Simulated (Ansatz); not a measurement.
Species: C4H7 (charge -1, singlet). It need not be the lowest isomer of its formula. Whether it binds its extra electron was not tested at this geometry. 
Geometry from a B3LYP-D3(BJ)/def2-TZVP (Ansatz, a program for electronic structure) optimisation:
```
C
H 1 1.0927
H 1 1.0999 2 109.70
C 1 1.5485 2 111.24 3 -132.58
H 4 1.1031 1 117.65 2 36.56
H 4 1.1237 5 106.25 1 -120.58
C 4 1.5372 5 120.18 6 -135.58
H 7 1.1024 4 116.73 5 95.21
C 7 1.5372 8 116.73 4 -101.44
H 9 1.1031 7 120.18 8 -95.21
H 9 1.1237 10 106.25 1 120.58
```
Charge -1, spin multiplicity 1.

Total electronic energies in hartree. Cores are frozen in the correlated levels unless marked. No spin-orbit coupling. Non-relativistic. 

```json
[
 {"level": "HF/6-31G", "program": "Ansatz", "energy (Eh)": "-155.31172"},
 {"level": "HF/cc-pVDZ", "program": "Ansatz", "energy (Eh)": "-155.40340"},
 {"level": "RI-HF/cc-pVQZ", "program": "Ansatz", "energy (Eh)": "-155.46281"},
 {"level": "revPBE-D3(BJ)/def2-TZVPD", "program": "Ansatz + dftd3", "energy (Eh)": "-156.56558"},
 {"level": "BHLYP-D3(BJ)/def2-TZVPD", "program": "Ansatz + dftd3", "energy (Eh)": "-156.48586"},
 {"level": "B2PLYP-D4/def2-TZVPD", "program": "Ansatz + dftd4", "energy (Eh)": "-156.43598"},
 {"level": "MP2/cc-pVDZ", "program": "Ansatz", "energy (Eh)": "-155.98374"},
 {"level": "CCSD/aug-cc-pVDZ", "program": "Ansatz", "energy (Eh)": "-156.07758"}
]
```

Totals of different functionals don't rank their quality; only differences between species are comparable.
